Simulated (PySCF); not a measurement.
**F: electron affinity**

F⁻ [Ne] (1S) → F [He] 2s2 2p5 (2P), as a difference of total energies. Calculation: PySCF 2.14, in aug-cc-pV5Z (7s6p5d4f3g2h, 127 functions); no relativity, point nucleus. Correlated levels: valence: 1s2 frozen. The calculations carry no spin-orbit coupling.

```
           method  electron affinity (eV)
              UHF                   1.175
              LDA                   4.129
             PBE0                   3.237
        BHandHLYP                   2.900
            HSE06                   3.241
             PW91                   3.724
    MP2 (valence)                   3.742
SCS-MP2 (valence)                   3.570
```

Q: Estimate what r2SCAN gives.

A: 3.304 eV, closest to HSE06 among the rows shown.

Q: Estimate what PBE gives.

A: 3.660 eV, closest to PW91 among the rows shown.

A first-order spin-orbit estimate (lowest level to lowest level, LS coupling) adds -0.017 eV.

Errors of the correlated levels include the incompleteness of this basis and the frozen core.

In the anion the highest occupied orbital energy is positive at LDA, PBE, r2SCAN, HSE06, PW91, a self-interaction effect; the basis confines that electron, and the energy difference can still be sensible.

For comparison: 3.401 eV (measured; photodetachment measurements, as compiled on the Wikipedia data page of electron affinities).
